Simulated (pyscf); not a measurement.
Structures and frequencies: ωB97X-D3(BJ)/def2-SVP in PySCF. Correlated levels are frozen-core, on RHF or UHF. ΔMP2 is the change of the MP2 total energy from the triple- to the quadruple-zeta basis.

Task: Estimate by transition-state theory the rate constant of HO–Si:–OH (SMILES O[Si]O) [singlet] + NH₃ (SMILES N) → H₂O (SMILES O) + H₂N–Si:–OH (SMILES N[Si]O) [singlet] (singlet surface; O–Si, H–N broken, H–O, N–Si formed) at 298 K, with CCSD(T)/def2-TZVPP + ΔMP2(QZVPP) energies (ideal gas, 1 atm, RRHO with modes under 100 cm⁻¹ raised to 100, one conformer, R ln 2 for chiral ones without a mode under 150 cm⁻¹; no tunnelling).

Result: The electronic barrier is 18.8 kcal/mol and the thermal terms add +9.1, so ΔG‡ = 27.9 kcal/mol. With k_BT/h = 6.21e+12 s⁻¹ and RT = 0.592 kcal/mol, and a volume of 4.06e-20 cm³ per molecule at 1 atm, k = 9.2e-28 cm³ molecule⁻¹ s⁻¹. Wigner's tunnelling factor for 1077i cm⁻¹ would be 2.13, likely too low at so high a frequency. A shift of 1 kcal/mol in the barrier changes k by a factor 5.4. On the reactant side the descent ends in an adduct with a N–Si contact, 11.7 kcal/mol under the separated species and 27.3 kcal/mol under the saddle at ωB97X-D3(BJ)/def2-TZVP. What is counted as formed (N–Si) is already present as a longer contact in the reactant adduct; forming that adduct is a step of its own. At ωB97X-D3(BJ)/def2-TZVP the barrier from the zero used here is 15.6 kcal/mol. This is the saddle that the search found; another between the same sides may lie lower. The CCSD(T) − MP2 part came from Ansatz, without density fitting, on the same reference.
